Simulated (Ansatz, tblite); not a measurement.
Removing an electron: BH2(OMe) (CH₅BO). The state is a singlet with charge 0. Geometry: PBE0-D4/def2-TZVP. Ansatz, gas phase; energy differences of separate SCF runs; the oxidised species was run as a doublet alone.

Cartesian coordinates in Å:
```
B 0.926 -0.005 -0.982
H 0.031 0.061 -1.785
H 2.080 -0.042 -1.296
O 0.654 -0.040 0.329
C -0.668 -0.001 0.827
H -0.768 0.859 1.492
H -0.858 -0.910 1.400
H -1.396 0.078 0.015
```

The xTB rows come from tblite. Correlated methods freeze 3 core orbitals. In CCSD on the charge 1 doublet the largest single amplitude is 0.45, so its Hartree–Fock determinant may place the open shell otherwise than the density functionals do.

Task: Estimate orbital energies and vertical ionisation energies at: GFN1-xTB; GFN2-xTB; PBE-D4/def2-TZVP; r2SCAN-D4/def2-TZVP; PBE0-D4/def2-TZVP; CCSD/def2-TZVPP; CCSD(T)/def2-TZVPP.

Result: 
```csv
level,−HOMO (eV),vertical IE (eV),−LUMO (eV),HOMO–LUMO gap (eV),remarks
GFN1-xTB,11.93,15.80,5.93,6.00,–
GFN2-xTB,11.26,14.78,5.48,5.77,–
PBE-D4/def2-TZVP,7.11,10.82,1.33,5.77,–
r2SCAN-D4/def2-TZVP,7.42,10.95,0.92,6.50,–
PBE0-D4/def2-TZVP,8.60,11.15,0.34,8.26,–
CCSD/def2-TZVPP,–,12.00,–,–,large T1 (0.125) (+1 doublet)
CCSD(T)/def2-TZVPP,–,12.08,–,–,large T1 (0.125) (+1 doublet)
```

Run but left out: HF/def2-TZVPP, MP2/def2-TZVPP (charge +1 doublet: a determinant that CCSD turns far, T1 0.125).  Raw xTB energy differences between charge states are shifted by several eV; the methods need an empirical correction for them.
